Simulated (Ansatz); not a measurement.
Reaction (SMILES): FSF + 2 [H][H] (H2) → 2 F (HF) + S (H2S)
B3LYP-D3(BJ)/def2-TZVP geometries, fixed; electronic energies without zero-point terms.

Basis-set convergence of the energy of full hydrogenation at wB97M-V with Ansatz (an electronic-structure program). Cartesian d functions, on some or all atoms, in 6-31G*, 6-31G**, 6-31+G*, 6-311G**, 6-311+G**; all else is spherical. The program fits the integrals of some runs and decomposes those of others, by size. The functional holds VV10 correlation; no added dispersion term, no relativity. Functions are those of the species that has most. Reference: the value in aug-cc-pV(5+d)Z, -66.65 kcal/mol, itself unsure by roughly 0.14 kcal/mol (its mean distance from pcseg-4, aug-pcseg-3, aug-cc-pV(Q+d)Z). Deviations are taken from unrounded values.

| basis | functions | energy of full hydrogenation (kcal/mol) | minus reference (kcal/mol) |
|---|---|---|---|
| STO-3G | 19 | -10.95 | 55.70 |
| 3-21G | 31 | -44.84 | 21.81 |
| 6-31G | 31 | -70.04 | -3.39 |
| 6-31G* | 49 | -50.11 | 16.54 |
| 6-31G** | 49 | -59.60 | 7.06 |
| 6-31+G* | 61 | -63.64 | 3.01 |
| 6-311G** | 63 | -74.96 | -8.31 |
| def2-SVPD | 73 | -84.32 | -17.66 |
| 6-311+G** | 75 | -82.90 | -16.24 |
| 6-311++G(2d,2p) | 89 | -76.73 | -10.08 |
| 6-311++G(3df,3pd) | 125 | -70.40 | -3.75 |
| def2-TZVPD | 126 | -66.19 | 0.46 |
| def2-TZVPPD | 131 | -68.04 | -1.39 |
| def2-QZVPPD | 211 | -66.88 | -0.23 |

Of the sets listed that have larger relatives (same family, alike in diffuse functions), none stays within 1 kcal/mol of the reference together with them. Inside the window by cancellation, since a larger relative falls out: def2-TZVPD. Inside, with no larger relative to test it: def2-QZVPPD.
